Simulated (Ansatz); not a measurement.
A nudged elastic band was laid between two geometries of CH₄AlF (7 atoms, charge 0, multiplicity 1).

The calculation used RKS PBE-D4/def2-SVP (Ansatz 0.2.0).

```yaml
movable_images: 5
climbing_image: yes
spring: 5.0 eV/Å²
optimiser: quadratic models (default)
start_path: IDPP
force_threshold: 0.05 eV/Å
iteration_limit: 60
end_points: relaxed
```

First end point:

```xyz
7
Properties=species:S:1:pos:R:3
C -0.691 0.535 -0.226
Al 0.823 -0.615 0.214
F 0.724 -1.620 1.563
H -0.380 1.602 -0.248
H -1.528 0.435 0.493
H -1.079 0.302 -1.241
H 2.192 -0.706 -0.600
```

Last end point:

```xyz
7
Properties=species:S:1:pos:R:3
C -0.689 0.547 -0.201
Al 0.824 -0.612 0.220
F 0.587 -2.279 0.282
H -0.486 1.136 -1.121
H -0.859 1.285 0.613
H -1.630 -0.017 -0.355
H 2.315 -0.128 0.517
```

What changes between the two ends?

No bond is made or broken. The dihedral H5–C1–Al2–F3 goes from 1 to 122°. The two ends are copies of one structure, up to a mirror image or an exchange of like atoms.

What energy profile does the band end with?

The run converged. The highest image is number 3 of 0 to 6, 0.0 kcal/mol above the ends, which have the same energy within 2 meV. The top lies less than 8 meV above the higher end, about what the thresholds resolve: that end is a shoulder or a very shallow well. A vibrational analysis at the climbing image gives no mode beyond 40i cm⁻¹: the surface is too flat there to confirm a saddle point.

```tsv
image	path coordinate (Å)	energy (kcal/mol)	dihedral H5–C1–Al2–F3 (°)
0	0.00	0.0	1
1	0.46	0.0	20
2	0.92	0.0	40
3	1.38	0.0	60
4	1.85	0.0	81
5	2.31	0.0	101
6	2.77	0.0	122
```

What is the geometry of the highest image?


```xyz
7
Properties=species:S:1:pos:R:3
C -0.675 0.556 -0.220
Al 0.834 -0.604 0.210
F 0.516 -2.088 0.944
H -0.352 1.497 -0.712
H -1.244 0.827 0.694
H -1.392 0.045 -0.898
H 2.375 -0.300 -0.064
```

The run took 35 s on 1 thread of Intel(R) Xeon(R) Platinum 8175M CPU @ 2.50GHz (Skylake/Cascade Lake), on a shared host, peak memory 0.13 GiB.
